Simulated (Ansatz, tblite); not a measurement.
# The cluster ZnTe2: rung by rung

An exercise on one series of results from a longer session: the logs are not shown, and one member is left open.

Method: as each input shows; program: Ansatz 0.2.0, Gaussian basis.

Plan: GFN1-xTB, GFN2-xTB, PBE-D4/def2-TZVP, r2SCAN-D4/def2-TZVP, B3LYP-D4/def2-TZVP, revPBE-D4/def2-TZVP, B2PLYP/def2-TZVP, LC-ωPBE/def2-TZVP, BLYP-D4/def2-TZVP, PBE+5HF/def2-TZVP, PBE+10HF/def2-TZVP, PBE+15HF/def2-TZVP, PBE+35HF/def2-TZVP, PBE+50HF/def2-TZVP, PBE-D4/def2-SVP, PBE0-D4/def2-SVP, PBE0-D4/def2-TZVPD, PBE-D4/def2-TZVPD, r2SCAN-D4/def2-TZVPD, CCSD(T)/def2-TZVPP, MP2/def2-TZVP, RPA/def2-TZVP.

3 further runs of the same task are left out: 3 set aside as unsound or not needed. Runs told in other sessions of the task aren't counted.

### The relaxed structure

The geometry is that of the singlet, from an earlier relaxation (B3LYP-D4/def2-TZVP). At that level it is the lowest of the isomers that a small search found.

3 atoms, charge 0, spin multiplicity 1.

Bond lengths: Zn1–Te2 2.499 Å, Zn1–Te3 2.499 Å, Te2–Te3 3.029 Å. Angles: Te2–Zn1–Te3 74.6°, Zn1–Te2–Te3 52.7°, Zn1–Te3–Te2 52.7°.

Te takes a core potential in the def2 sets. No spin-orbit coupling is included.

PBE0-D4/def2-TZVP was run before; its log isn't repeated, and its numbers join the tables.

Set-up of the first run:

Tight binding, by tblite at 300 K electronic temperature and without a spin-polarisation term:

```python
tblite.interface.Calculator('GFN1-xTB', numbers, positions, charge=0, uhf=0).singlepoint()
```

Tight binding, by tblite at 300 K electronic temperature and without a spin-polarisation term:

```python
tblite.interface.Calculator('GFN2-xTB', numbers, positions, charge=0, uhf=0).singlepoint()
```

start.molden holds the orbitals of an earlier run on this state, given as this run's starting guess.

File in.yaml:

```yaml
crystal:
  periodic: [false, false, false]
  atoms:
    - {symbol: Zn, position_ang: [-1.264048, 0.222010, -0.329429]}
    - {symbol: Te, position_ang: [0.295242, -1.552535, 0.485259]}
    - {symbol: Te, position_ang: [0.968807, 1.330525, -0.155830]}
basis:
  gaussian: {orbitals: def2-TZVP, initial_orbitals: start.molden}
hamiltonian: {xc: pbe, dispersion: d4}
scf: {omitted_lower_state_checks: [starts]}
output: {orbitals: {seedname: orbitals}}
```

Run with:

```bash
ansatz run in.yaml --threads 4 --pin off --events-out ev --progress --plain --max-ram 3916MiB
```

Among the steps run: PBE-D4/def2-TZVP; r2SCAN-D4/def2-TZVP; B3LYP-D4/def2-TZVP; revPBE-D4/def2-TZVP; B2PLYP/def2-TZVP; LC-ωPBE/def2-TZVP; BLYP-D4/def2-TZVP; PBE+5HF/def2-TZVP; PBE+10HF/def2-TZVP; PBE+15HF/def2-TZVP; PBE+35HF/def2-TZVP; PBE+50HF/def2-TZVP; PBE-D4/def2-SVP; PBE0-D4/def2-SVP; PBE0-D4/def2-TZVPD; PBE-D4/def2-TZVPD; r2SCAN-D4/def2-TZVPD; CCSD(T)/def2-TZVPP; MP2/def2-TZVP; RPA/def2-TZVP.

One of the session's tables, all rows but one given; the rest of the session is left out.

| level | HOMO (eV) | LUMO (eV) | gap (eV) |
| --- | --- | --- | --- |
| PBE-D4/def2-SVP | -4.46 | -4.17 | 0.28 |
| PBE-D4/def2-TZVP | -4.69 | -4.37 | 0.32 |
| PBE-D4/def2-TZVPD | -4.71 | -4.39 | 0.32 |
| revPBE-D4/def2-TZVP | -4.63 | -4.28 | 0.35 |
| BLYP-D4/def2-TZVP | -4.53 | -4.30 | 0.22 |
| r2SCAN-D4/def2-TZVP | -4.87 | -4.28 | 0.59 |
| r2SCAN-D4/def2-TZVPD | ? | ? | ? |
| B3LYP-D4/def2-TZVP | -5.41 | -3.96 | 1.45 |
| PBE0-D4/def2-SVP | -5.42 | -3.57 | 1.85 |
| PBE0-D4/def2-TZVP | -5.59 | -3.72 | 1.88 |
| PBE0-D4/def2-TZVPD | -5.61 | -3.73 | 1.88 |
| LC-ωPBE/def2-TZVP | -7.92 | -1.87 | 6.05 |
| PBE+5HF/def2-TZVP | -4.87 | -4.24 | 0.62 |
| PBE+10HF/def2-TZVP | -5.05 | -4.11 | 0.94 |
| PBE+15HF/def2-TZVP | -5.23 | -3.98 | 1.25 |
| PBE+35HF/def2-TZVP | -5.96 | -3.45 | 2.51 |
| PBE+50HF/def2-TZVP | -6.52 | -3.04 | 3.48 |

**Question.** Estimate the row for r2SCAN-D4/def2-TZVPD.

**Answer.** HOMO (eV): -4.88; LUMO (eV): -4.29; gap (eV): 0.59. In the column «HOMO (eV)» it lies between PBE+10HF/def2-TZVP (-5.05) and r2SCAN-D4/def2-TZVP (-4.87).
